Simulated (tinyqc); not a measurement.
Inside a calculation. Method: UHF in the sto-3g basis, for H2O, spin multiplicity 1. This run ends on a higher stationary point, not on the lowest solution. One step of it, computed by the program tinyqc.

Task: Orthogonalisation. S = U s U^T; symmetric (Loewdin) form X = U s^(-1/2) U^T, so that X^T S X = 1.

overlap S, lower triangle:
```
           1O 1s     1O 2s    1O 2px     1O 2py    1O 2pz     2H 1s     3H 1s
1O 1s   1.000000
1O 2s   0.236704  1.000000
1O 2px  0.000000  0.000000  1.000000
1O 2py  0.000000  0.000000  0.000000   1.000000
1O 2pz  0.000000  0.000000  0.000000   0.000000  1.000000
2H 1s   0.022634  0.268746  0.000000   0.210733  0.144145  1.000000
3H 1s   0.022634  0.268746  0.000000  -0.210733  0.144145  0.086566  1.000000
```

Give: eigenvalues of S; X.

Result:

eigenvalues of S: 0.5630  0.6556  0.8958  1.0000  1.0962  1.2579  1.5315

X, lower triangle:
```
          1O 1s    1O 2s  1O 2px   1O 2py   1O 2pz    2H 1s   3H 1s
1O 1s    1.0229
1O 2s   -0.1299   1.0830
1O 2px   0.0000   0.0000  1.0000
1O 2py   0.0000   0.0000  0.0000   1.0387
1O 2pz  -0.0037   0.0319  0.0000   0.0000   1.0167
2H 1s    0.0143  -0.1452  0.0000  -0.1202  -0.0762   1.0589
3H 1s    0.0143  -0.1452  0.0000   0.1202  -0.0762  -0.0291  1.0589
```
